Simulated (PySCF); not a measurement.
Which level of theory gave which numbers?

Compound: allyl fluoride, C₃H₅F.
Atom-mapped SMILES: `[CH2:1]=[CH:2][CH2:3][F:4]` (hydrogens: H5, H6 on C1; H7 on C2; H8, H9 on C3)

The closed-shell ground state was solved 4 times with PySCF (density fitting, gas phase), always in the pcSseg-2 basis (214 functions), with these functionals: B3LYP, HF, OPBE and mPW1PW91. One conformer (not necessarily the lowest) at the PBE0-D3(BJ)/def2-SVP geometry, without solvent, vibrations or thermal averaging.

```csv
row,total energy (Eh),HOMO (eV),LUMO (eV),dipole (D)
P,-217.1178,-6.47,-0.84,1.56
Q,-217.1723,-7.68,0.06,1.71
R,-216.0020,-10.12,2.66,1.89
S,-217.2352,-7.45,-0.18,1.72
```

Problem. Which functional belongs to which row?

Solution. P = OPBE, Q = mPW1PW91, R = HF, S = B3LYP. By rising HOMO–LUMO gap: OPBE (GGA) 5.63 eV; B3LYP (global hybrid, 20 % exact exchange) 7.27 eV; mPW1PW91 (global hybrid, 25 % exact exchange) 7.74 eV; HF (all exact exchange) 12.78 eV. Total energies of different functionals aren't bounds to one another; each is stationary for its own functional.

Shape of the structure used: `[CH2:1]=[CH:2][CH2:3][F:4]`: C1–C2–C3–F4 0°.
